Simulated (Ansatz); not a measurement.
Compounds of Al with 3 ligands, in which Cl is traded for H. Quantity: electronic atomisation energy to ground-state atoms, in kcal/mol. Structures are relaxed separately at B3LYP-D3(BJ)/def2-TZVP in Ansatz (a first-principles code). Cores are frozen in the correlated levels unless marked. UHF or UKS for open shells. Spin-orbit coupling is left out. No relativistic terms. Basis-set limits of correlation are two-point, X^-3; Hartree-Fock from the larger set. The first level has limits of its own: it lacks core correlation, which all-electron functionals hold.

```
n(H)    species (SMILES)  CCSD(T)/CBS(cc-pV(T+d)Z,cc-pV(Q+d)Z) (Ansatz)  PBE/def2-TZVPD (Ansatz)  B3LYP-D3(BJ)/def2-TZVPD (Ansatz + dftd3)
----  ------------------  ---------------------------------------------  -----------------------  ----------------------------------------
0     [Cl][Al]([Cl])[Cl]                                          313.8                    306.4                                     300.0
1          [Cl][AlH][Cl]                                              ?                        ?                                         ?
2             [AlH2][Cl]                                          249.6                    240.1                                     244.6
3          [AlH3] (AlH3)                                          214.3                    203.4                                     213.7
```

Question: Fit a straight line through the known rows at each level by least squares, predict the withheld row (n(H) = 1), and compare with the run.

Answer: 
- The known rows have mean n(H) = 1.66667 and Σ(n(H) - mean)² = 4.6667.
- CCSD(T)/CBS(cc-pV(T+d)Z,cc-pV(Q+d)Z): mean 259.233, Σ(n(H) - mean)(y - mean) = -154.067, slope -33.014 kcal/mol a step; the line gives 259.233 + (-33.014)×(1 - 1.66667) = 281.2; the run gives 283.2, +2.0 from the line, whose largest residual on the known rows is 1.4.
- PBE/def2-TZVPD: mean 249.967, Σ(n(H) - mean)(y - mean) = -159.433, slope -34.164 kcal/mol a step; the line gives 249.967 + (-34.164)×(1 - 1.66667) = 272.7; the run gives 275.0, +2.3 from the line, whose largest residual on the known rows is 1.5.
- B3LYP-D3(BJ)/def2-TZVPD: mean 252.767, Σ(n(H) - mean)(y - mean) = -133.533, slope -28.614 kcal/mol a step; the line gives 252.767 + (-28.614)×(1 - 1.66667) = 271.8; the run gives 273.8, +2.0 from the line, whose largest residual on the known rows is 1.4.
- PBE minus the first level along the series: -7.4, -8.2, -9.5, -10.9 kcal/mol.
